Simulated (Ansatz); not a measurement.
Equilibrium lattice constant a (Å) of solids drawn from the class of oxides, at two levels: PBE (Ansatz, a quantum-chemistry and plane-wave program, PAW), and PBE0 (plane waves, PAW; Ansatz).

| solid | PBE | PBE0 |
|---|---|---|
| cubic perovskite BaHfO₃ | 4.206 | 4.175 |
| rock-salt CdO | 4.768 | 4.704 |
| rock-salt MgO | 4.254 | 4.202 |
| rock-salt BaO | 5.574 | 5.531 |
| cubic perovskite KTaO₃ | 4.025 | 3.986 |
| rock-salt CaO | 4.831 | ? |
| cubic perovskite BaZrO₃ | 4.227 | 4.192 |
| rock-salt SrO | 5.195 | 5.153 |

Problem. Estimate the withheld PBE0 value from the other rows.

Solution. One way: carry over the typical ratio. The ratios PBE0 / PBE of the other rows, in order: 0.9866, 0.9878, 0.9903, 0.9917, 0.9919, 0.9923, 0.9926; median 0.9917. Rock-salt CaO: 4.831 × 0.9917 = 4.791 Å; the run gives 4.797 Å. The ratios spread from 0.9866 to 0.9926, so such an estimate is rough. Rock-salt CaO lies outside that spread.

Over all 8 rows PBE0 is the larger in 0.

Ansatz's runs of these crystals have no spin polarisation.

Spin–orbit coupling is left out, also for the solids with elements from indium on (cubic perovskite BaHfO3, rock-salt BaO, cubic perovskite KTaO3, cubic perovskite BaZrO3); its size isn't shown.

Caveats: the gap of the solid is closed in this run (PBE: rock-salt CdO). Ansatz's density-functional and Hartree–Fock values are scalar-relativistic unless marked +SOC, with PAW data made under PBE.
